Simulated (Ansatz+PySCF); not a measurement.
Values are calculated unless marked as measured or tabulated.
Input for Ansatz (development build ahead of 0.2.0):

```yaml
crystal:
  periodic: [false, false, false]
  atoms:
    - { symbol: C, position_ang: [0.0, 0.0, 0.0] }
    - { symbol: H, position_ang: [1.09034, 0.0, 0.0] }
    - { symbol: H, position_ang: [-0.54517, 0.94427, 0.0] }
    - { symbol: H, position_ang: [-0.54517, -0.94427, 0.0] }
    - { symbol: C, position_ang: [30.0, 0.0, 0.0] }
    - { symbol: H, position_ang: [29.89667, -0.96601, -0.49497] }
    - { symbol: H, position_ang: [30.27838, 0.88168, -0.57792] }
    - { symbol: H, position_ang: [29.82495, 0.08433, 1.07289] }
basis:
  gaussian: { orbitals: cc-pVDZ }
magnetization:
  spin_polarized: true
hamiltonian:
  xc: pbe0
```

The input is written out in the form of the current development build from the run's settings.

Results

| Property | Result |
| --- | --- |
| Converged | yes |
| Total energy | -79.56624 hartree |
| Spin squared of the determinant | 1.009 |
| Stability test | minimum |

Caution: charge can spread falsely over distant fragments; the unrestricted determinant is a mixture of spin states.
